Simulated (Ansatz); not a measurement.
This Ansatz (an electronic-structure program) input (CCSD(T)/cc-pCVDZ) gives -342.63953 Eh with 42 basis functions. A basis named .json is the Basis Set Exchange file of that set (core-valence sets with the plain set on hydrogen).

Ansatz 0.2 input:
```yaml
crystal:
  periodic: [false, false, false]
  atoms:
    - {symbol: P, position_ang: [0.00293147, 0.00160888, 0.12817703]}
    - {symbol: H, position_ang: [-0.00384980, 1.18388197, -0.65609339]}
    - {symbol: H, position_ang: [1.01199153, -0.61366513, -0.65676338]}
    - {symbol: H, position_ang: [-1.05211382, -0.59435001, -0.60979871]}
basis:
  gaussian:
    orbitals: cc-pCVDZ.json
magnetization: {spin_polarized: false}
correlation: {method: ccsd_t, electrons: outside_noble_gas}
```

Change:
```diff
- orbitals: cc-pCVDZ.json
+ orbitals: cc-pCVQZ.json
```

Question: What does the run give now?

Answer: -342.71033 Eh (CCSD(T)/cc-pCVQZ, 199 functions), a change of -70.80 mEh.
